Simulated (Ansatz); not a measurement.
fcc Rh, treated with PBE-D4 in Ansatz (PAW).

Run with plane-wave cutoff 520 eV, 24×24×24 k mesh, Fermi–Dirac smearing 0.05 eV, no spin polarisation, scalar-relativistic PAW data made under PBE.

Pressure at four volumes; x = ln(V/13.596 Å³). One pressure is withheld.

```tsv
V (Å³/atom)	x	P (GPa)
12.780	-0.0619	?
13.052	-0.0408	12.97
13.596	0.0000	-0.02
14.411	0.0582	-14.39
```

### Question
Pass a parabola P(x) through the three rows shown, estimate the bulk modulus and its pressure derivative near zero pressure, and predict the withheld pressure.

### Answer
Slopes between the rows: (-0.02 − (12.97))/(0.0000 − (-0.0408)) = -318.38 and (-14.39 − (-0.02))/(0.0582 − (0.0000)) = -246.91 GPa. Their difference over the span 0.0990 is c = 71.47/0.0990 = 721.9 GPa, so P(x) = 12.97 + (-318.38)(x − (-0.0408)) + 721.9 (x − (-0.0408))(x − (0.0000)). At the middle row B = −dP/dx = −[-318.38 + 721.9 × 0.0408] = 288.9 GPa, and B′ = dB/dP = 2c/B = 5.0. At x = -0.0619 the parabola gives 20.63 GPa; the run gives 20.76 GPa. The Birch–Murnaghan fit to the energies at all volumes has B0 = 287 GPa and B′ = 5.1.

Measured, for comparison: bulk modulus 271 GPa (corrected for temperature and zero-point phonon effects, our sources range from 271 to 289; as tabulated in Levämäki et al. (2014), arXiv:1402.3671). Computed (rounded) less measured: bulk modulus +6 % (inside the range of the sources held).

Ansatz is an electronic-structure program.
